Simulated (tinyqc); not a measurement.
Worked calculation: RHF in the sto-3g basis, for H2O, spin multiplicity 1. One step of it, computed by the program tinyqc.

Problem. Iteration 1: diagonalisation and new density. Diagonalise F' = X^T F X, C = X C', fill 5 alpha and 5 beta electrons from the bottom; D = 2 C_occ C_occ^T. Each column has its largest component positive (the first on a tie).

Fock matrix F (hartree), lower triangle:
```
             1O 1s      1O 2s     1O 2px     1O 2py     1O 2pz      2H 1s      3H 1s
1O 1s   -21.605492
1O 2s    -5.236192  -2.435387
1O 2px   -0.160038   0.050561  -0.858181
1O 2py    0.069094  -0.038618  -0.050200  -0.985030
1O 2pz    0.167615  -0.055645  -0.081588   0.037355  -0.926371
2H 1s    -0.930143  -0.778564   0.042899  -0.336307  -0.299837  -0.360721
3H 1s    -0.932564  -0.710017   0.072025   0.278082  -0.322337  -0.204379  -0.357882
```

X:
```
                1          2          3         4          5          6         7
1O 1s   -0.347755   0.000000   0.730338  0.000000   0.618361   0.000000  0.174439
1O 2s    1.030922   0.000000  -0.302555  0.000000   0.318655   0.000000  0.439415
1O 2px   0.000000   0.000000   0.000000  1.000000   0.000000   0.000000  0.000000
1O 2py   0.000000   0.845363   0.000000  0.000000   0.000000   0.696953  0.000000
1O 2pz   0.498524   0.000000   0.664910  0.000000  -0.614735   0.000000  0.217233
2H 1s   -0.649979  -0.770672  -0.180325  0.000000  -0.148458   0.382250  0.385117
3H 1s   -0.649979   0.770672  -0.180325  0.000000  -0.148458  -0.382250  0.385117
```

Give: F' = X^T F X; orbital energies; coefficients C; D after iteration 1.

Solution.

F' = X^T F X (hartree), lower triangle:
```
         1        2        3        4         5        6        7
1  -0.7125
2   0.0388  -0.0874
3   2.3831   0.0531  -9.2167
4  -0.0076  -0.0200  -0.2072  -0.8582
5   2.3633   0.0396  -9.0207  -0.0498  -10.6834
6  -0.0275  -0.3576   0.0825  -0.0461   -0.0017  -0.8511
7   0.4882   0.0037  -4.1638   0.0208   -4.4950  -0.0233  -2.9974
```

orbital energies (hartree): MO1 -21.6103, MO2 -1.2889, MO3 -1.0117, MO4 -0.9793, MO5 -0.7544, MO6 0.0409, MO7 0.1971

coefficients C:
```
            MO1      MO2      MO3      MO4      MO5      MO6      MO7
1O 1s    0.9991  -0.2274   0.0042   0.0325  -0.0948   0.0209   0.0824
1O 2s    0.0016   0.9309  -0.0130  -0.1390   0.3821  -0.1680  -0.6235
1O 2px   0.0076  -0.1526   0.1589   0.6308   0.7398   0.0283   0.0741
1O 2py  -0.0039   0.1247   0.8915   0.1531  -0.2969   0.4954  -0.1820
1O 2pz  -0.0106   0.2096  -0.3206   0.7367  -0.4672  -0.1426  -0.4331
2H 1s    0.0071   0.0828   0.0452   0.0394  -0.1040  -0.5868   0.9999
3H 1s    0.0049   0.0285  -0.0889   0.0264  -0.0872   1.0510   0.4936
```

D after iteration 1, lower triangle:
```
          1O 1s    1O 2s   1O 2px   1O 2py  1O 2pz   2H 1s   3H 1s
1O 1s    2.1198
1O 2s   -0.5019   2.0640
1O 2px  -0.0134   0.1019   1.9874
1O 2py   0.0093  -0.0605  -0.0011   1.8437
1O 2pz   0.0173  -0.1633   0.0723  -0.0164  1.8157
2H 1s   -0.0008   0.0626  -0.1150   0.1751  0.1607  0.0426
3H 1s    0.0143  -0.0186  -0.1327  -0.0915  0.1892  0.0170  0.0341
```
